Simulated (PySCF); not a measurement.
## NMR data sheet: Aziridine

| Item | Value |
| --- | --- |
| Formula | C2H5N |
| SMILES | C1CN1 |
| InChI | InChI=1S/C2H5N/c1-2-3-1/h3H,1-2H2 |
| Point group of the computed structure | Cs |
| Degrees of unsaturation | 1 |
| Carbon signals | 1 |
| Proton signals | 2 |

Molfile (atoms numbered from 1):
```
C2H5N
     RDKit          3D

  8  8  0  0  0  0  0  0  0  0999 V2000
    0.3356    0.6293   -0.3287 C   0  0  0  0  0  0  0  0  0  0  0  0
    0.2091   -0.6846    0.3375 C   0  0  0  0  0  0  0  0  0  0  0  0
   -0.8284   -0.2079   -0.5598 N   0  0  0  0  0  0  0  0  0  0  0  0
    0.2360    1.5289    0.2899 H   0  0  0  0  0  0  0  0  0  0  0  0
    1.0069    0.7486   -1.1861 H   0  0  0  0  0  0  0  0  0  0  0  0
    0.7865   -1.5431   -0.0226 H   0  0  0  0  0  0  0  0  0  0  0  0
    0.0205   -0.6938    1.4177 H   0  0  0  0  0  0  0  0  0  0  0  0
   -1.6279    0.1370   -0.0316 H   0  0  0  0  0  0  0  0  0  0  0  0
  1  2  1  0
  2  3  1  0
  3  1  1  0
  1  4  1  0
  1  5  1  0
  2  6  1  0
  2  7  1  0
  3  8  1  0
M  END
```

PySCF 2.14.0 with density-fitted response routines calculation with shieldings: GIAO B3LYP/pcSseg-2, spin–spin couplings from B3LYP/pcJ-1 and PBE0-D3(BJ)/def2-SVP geometry; one averaged value for each set of equivalent atoms, single conformer, no solvent model, non-relativistic Hamiltonian.

Shifts are taken against calculated references (same method and geometry level): TMS for 1H (σ = 31.39 ppm) and 13C (σ = 179.19 ppm); 15N (σ = 258.52 ppm) against NH3.

| carbon | δC, type | δH (multiplicity, J in Hz) | HMBC from (abs. J ≥ 3 Hz) | span of the C tensor (ppm) |
| --- | --- | --- | --- | --- |
| C1/C2 | 18.7, CH2 | 1.50 (s) | – | 84 |

Other nuclei:
```tsv
atoms	nucleus	environment	δ (ppm)	σ (ppm)
H8	1H	hydrogen on an amine nitrogen	-0.82	32.20
N3	15N	amine nitrogen	8.9	249.6
```

Selected couplings (Hz, signed; the shortest-range and largest first, 30 at most; isotopes 13C, 1H, 15N): 1J(C1,H4) 175.9, 1J(C1,N3) 9.1, 2J(N3,H4) -4.1.

1. Carbon types of the structure: 2 × CH2, leaving 1 H on heteroatoms.
2. δC 18.7: aziridine ring carbon.
3. δH 1.50: hydrogen on an aziridine ring carbon.
4. δH -0.82: hydrogen on an amine nitrogen; exchangeable, gas-phase position.

OH/NH shifts are gas-phase values; hydrogen bonding in solution moves them, usually downfield. Shifts are as computed. Against solution values, carbons near 30 ppm lie about +3 ppm off and those near 130 ppm about +8 ppm. Of 1211 compounds with measured shifts, 218 miss one by over three times the rms of a fit or turn the order of signals round; such compounds aren't used in these exercises. Couplings to exchangeable protons are dropped. Experimental scales use liquid or dissolved standards, which lie at an offset from isolated NH3 (liquid NH3: subtract about 20 ppm).
